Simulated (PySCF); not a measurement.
CH4O3

CH4O3 is a small molecule, neutral, singlet. The structure, one conformer, was relaxed in the gas phase by PBE0-D3(BJ)/def2-SVP. No frequency run checks that it is a minimum.

SMILES: OC(O)O

Coordinates in Å:
```
C1      0.055   -0.095   -0.411
O2     -0.218    1.260   -0.277
O3      1.223   -0.410    0.269
O4     -1.000   -0.841    0.094
H5      0.185   -0.332   -1.483
H6     -1.048    1.310    0.213
H7      1.489    0.402    0.718
H8     -0.639   -1.322    0.849
```

Shieldings: GIAO PBE0/pcSseg-2. Shifts are against computed references at the same level: C TMS (σ 184.1 ppm), H TMS (σ 31.24 ppm). Core levels by delta-SCF with SCAN, pcX-2 on the ionised atom and pcseg-1 elsewhere, spin-free X2C; from the vacuum level, for chosen atoms.

Question: Give the shieldings and core levels atom by atom.

Answer: 
| atoms | bonded to | σ (ppm) | δ (ppm) | core level (eV) |
| --- | --- | --- | --- | --- |
| C1 | 3 O + 1 H | 76.3 | 107.8 | 1s 295.63 |
| O2 O3 O4 | 1 C + 1 H | 200.8 | - | 1s 539.50 |
| H5 | 1 C | 25.36 | 5.88 | - |
| H6 H7 H8 | 1 O | 28.92 | 2.33 | - |

Values are those of this one static structure; atoms that internal rotation interchanges would show their mean in an NMR spectrum.

Question: By CAM-B3LYP/def2-SVPD (TDDFT singlets, Tamm-Dancoff triplets, ionisation by delta-SCF), where does absorption start, and what does vertical ionisation take?

Answer: The lowest singlet lies at 7.86 eV (f 0.050), the strongest of the first 6 at 9.05 eV (f 0.072), the lowest triplet at 7.54 eV; vertical ionisation takes 11.38 eV.
